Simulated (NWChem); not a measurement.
# C2H2 (SMILES C#C) at 5 levels

We compute a comparison of 5 runs (HF/def2-TZVPPD, B3LYP/6-31G*, SVWN5/def2-TZVPPD, MP2/def2-TZVP, CCSD(T)/def2-TZVPPD) of C2H2. 

The results are computed with NWChem 7.3.0.

## 1. Starting point

C2H2 has 4 atoms, charge 0, and is taken as a singlet. SMILES: `C#C`. The shape is that of a PBE0-D4/def2-TZVP optimisation.

Bond lengths: C1–C2 1.197 Å, C1–H3 1.065 Å, C2–H4 1.065 Å. Angles: C1–C2–H4 180.0°, C2–C1–H3 180.0°.

## 2. Energy and forces at HF/def2-TZVPPD (run 1)

The input, c2h2.nw:

```
start c2h2
title "C2H2 hf"
memory 2200 mb

geometry units angstrom noautosym nocenter noautoz
 C        0.155500      -0.542100       0.200400
 C       -0.155500       0.542100      -0.200400
 H        0.432200      -1.506500       0.556900
 H       -0.432200       1.506500      -0.556900
end

basis spherical bse
 * library def2-TZVPPD
end

scf
 thresh 1e-08
 maxiter 80
end

task scf gradient
```

Run with:

```bash
nwchem c2h2.nw > c2h2.out
```

The log of the run:

```text
[...]
  functions       =   108
[...]
  wavefunction    = RHF
[...]
         Total SCF energy =    -76.852396630263
      One-electron energy =   -151.837775017317
      Two-electron energy =     50.139971776086
 Nuclear repulsion energy =     24.845406610968
        Time for solution =     20.0s
[...]
                         RHF ENERGY GRADIENTS
    atom               coordinates                        gradient
                 x          y          z           x          y          z
   1 C       0.293852  -1.024420   0.378701    0.007881  -0.027492   0.010164
   2 C      -0.293852   1.024420  -0.378701   -0.007881   0.027492  -0.010164
   3 H       0.816740  -2.846872   1.052388    0.002133  -0.007427   0.002745
   4 H      -0.816740   2.846872  -1.052388   -0.002133   0.007427  -0.002745
[...]
```

Run time: 28 s. Hardware: 1 thread of Intel Xeon Platinum 8259CL at 2.50GHz (Skylake/Cascade Lake), shared host; peak memory 0.12 GiB.

## 3. Energy and gradient at B3LYP/6-31G(d) (Cartesian functions) (run 2)

The input, c2h2.nw:

```
echo
start c2h2
title "C2H2"
memory 2200 mb

geometry noautosym nocenter noautoz
   C      0.155500    -0.542100     0.200400
   C     -0.155500     0.542100    -0.200400
   H      0.432200    -1.506500     0.556900
   H     -0.432200     1.506500    -0.556900
end

basis
   * library 6-31G*
end

dft
   xc b3lyp
   grid xfine
   convergence energy 1e-08
   iterations 100
   mulliken
   print low
end

task dft gradient
```

Run with:

```bash
nwchem c2h2.nw > c2h2.out
```

The log of the run:

```text
[...]
 d= 0,ls=0.0,diis     1    -77.3000405457 -1.02D+02  1.36D-02  2.54D-01     0.9
[...]
 d= 0,ls=0.0,diis     7    -77.3255114150 -1.12D-10  8.10D-08  2.65D-12     4.7
         Total DFT energy =      -77.325511415039
      One electron energy =     -152.149480284484
           Coulomb energy =       61.484288235171
    Exchange-Corr. energy =      -11.505725976695
 Nuclear repulsion energy =       24.845406610968
[...]
      Total Density - Mulliken Population Analysis
     ---------------------------------------------
    Atom       Charge   Shell Charges
 -----------   ------   -------------------------------------------------------
    1 C    6     6.19   1.99  0.71  2.01  0.57  0.91 -0.00
    2 C    6     6.19   1.99  0.71  2.01  0.57  0.91 -0.00
    3 H    1     0.81   0.51  0.30
    4 H    1     0.81   0.51  0.30
[...]
                         DFT ENERGY GRADIENTS
    atom               coordinates                        gradient
                 x          y          z           x          y          z
   1 C       0.293852  -1.024420   0.378701   -0.004160   0.014494  -0.005357
   2 C      -0.293852   1.024420  -0.378701    0.004160  -0.014493   0.005357
   3 H       0.816740  -2.846872   1.052388   -0.000364   0.001272  -0.000471
   4 H      -0.816740   2.846872  -1.052388    0.000364  -0.001273   0.000471
 Task  times  cpu:        5.6s     wall:        5.6s
 Total times  cpu:        5.7s     wall:        5.7s
```

Run time: 6.3 s. Hardware: 1 thread of Intel Xeon Platinum 8259CL at 2.50GHz (Skylake/Cascade Lake), shared host; peak memory 0.12 GiB.

Runs 3 to 4 aren't shown in full; the table further down has their settings and results.

## 4. The energy at CCSD(T)/def2-TZVPPD (run 5)

The input, geom.nw:

```
start geom
title "C2H2"
memory 2200 mb

geometry units angstroms noautosym nocenter noautoz
  C     0.155500   -0.542100    0.200400
  C    -0.155500    0.542100   -0.200400
  H     0.432200   -1.506500    0.556900
  H    -0.432200    1.506500   -0.556900
end

basis "ao basis" spherical bse
  * library def2-TZVPPD
end

scf
  thresh 1e-08
  maxiter 80
  noprint "final vectors analysis"
end

ccsd
  freeze core 2
  maxiter 60
end

task ccsd(t) energy
```

Run with:

```bash
nwchem geom.nw > geom.out
```

The log of the run:

```text
[...]
  functions       =   108
[...]
  wavefunction    = RHF
[...]
         Total SCF energy =    -76.852396630263
      One-electron energy =   -151.837775017317
      Two-electron energy =     50.139971776086
 Nuclear repulsion energy =     24.845406610968
        Time for solution =     20.2s
[...]
 Total MP2 energy:            -77.161109100353173
[...]
             energy      energy      error      ampl     ampl      Block
                                                time     time      time
[...]
 Total CCSD energy:            -77.173463626805486
[...]
 Total CCSD+T(CCSD) energy:            -77.190308320426240
[...]
 Total CCSD(T) energy:                 -77.189724516646720
[...]
```

Run time: 3.5 min. Hardware: 1 thread of Intel Xeon Platinum 8259CL at 2.50GHz (Skylake/Cascade Lake), shared host; peak memory 0.22 GiB.

## 5. All runs side by side

```csv
run,level,Cartesian functions,iteration cap,energy (Eh),dipole moment (D),largest force (eV/Å),wall time
1,HF/def2-TZVPPD,no,80,-76.852397,0.00,1.561,28 s
2,B3LYP/6-31G* (Cartesian functions),yes,100,-77.325511,–,0.823,6.3 s
3,SVWN5/def2-TZVPPD,no,100,-76.624065,0.00,0.368,18 s
4,MP2/def2-TZVP,no,80,-77.154882,0.00,1.533,19 s
5,CCSD(T)/def2-TZVPPD,no,80,-77.189725,–,–,3.5 min
```

## 6. What came out

| quantity | value |
| --- | --- |
| run 5: total energy | -77.18972 Eh |
| run 5: correlation energy (2 core orbitals frozen) | -337.3 mEh |
| run 5: (T) correction | -16.26 mEh |

In words: Totals of different functionals can't be ranked against each other. All runs together took 4.7 min, the longest 3.5 min.
